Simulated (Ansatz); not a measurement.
```yaml
crystal:
  periodic: [false, false, false]
  atoms:
    - {symbol: C, position_ang: [-2.187878, 1.183443, 0.049860]}
    - {symbol: C, position_ang: [-0.904630, 1.091236, 0.307486]}
    - {symbol: C, position_ang: [-0.070917, -0.169798, -0.101665]}
    - {symbol: O, position_ang: [-0.549183, -1.081758, -0.610204]}
    - {symbol: O, position_ang: [1.129441, -0.018918, 0.299634]}
    - {symbol: C, position_ang: [1.977721, -1.115845, -0.034798]}
    - {symbol: H, position_ang: [-2.715605, 0.334213, -0.543587]}
    - {symbol: H, position_ang: [-2.778418, 2.086774, 0.346509]}
    - {symbol: H, position_ang: [-0.378625, 1.811931, 0.877050]}
    - {symbol: H, position_ang: [2.007255, -1.235821, -1.089691]}
    - {symbol: H, position_ang: [2.987884, -0.941326, 0.293700]}
    - {symbol: H, position_ang: [1.581444, -2.075238, 0.418034]}
basis:
  gaussian: {orbitals: cc-pVDZ, final_grid: {core_spheres: 1, valence_spheres: 1, degree: 3}}
hamiltonian: {xc: {name: PBE}}
accuracy: high
```

```sh
$ ansatz run in.yaml --threads 4 --pin off --events-out ev --progress --plain --max-ram 10444MiB
```

It prints (some lines left out):

```
Functional definition: PBE
2737 factors; integrals over basis functions are off by at most 1.6e-8 eV
mean field evaluation 1: about -8319.2488 eV, gradient 6.7e1 eV
mean field evaluation 2: about -8307.5665 eV, gradient 1.0e2 eV
mean field evaluation 4: about -8329.1853 eV, gradient 6.5e0 eV
mean field evaluation 8: about -8287.7890 eV, gradient 1.1e2 eV
mean field evaluation 16: about -8316.1403 eV, gradient 8.6e-1 eV
mean field evaluation 32: about -8316.1520 eV, gradient 3.6e-4 eV
mean field -8316.15202887 eV, -305.6129501705 hartree, gradient 9.5e-8 eV, S^2 0.000000; 0 other end points of the search recorded, 0 dependent functions left out
reference -8316.15205227 eV, -305.6129510305 hartree; 23, 23 occupied and 91, 91 virtual orbitals, 2737 factors
Total energy: -8316.15205227 eV, -305.6129510305 hartree
```

In this input the integration grid is far too coarse. Self-consistency was reached. The result belongs to that input, not to the molecule as meant.
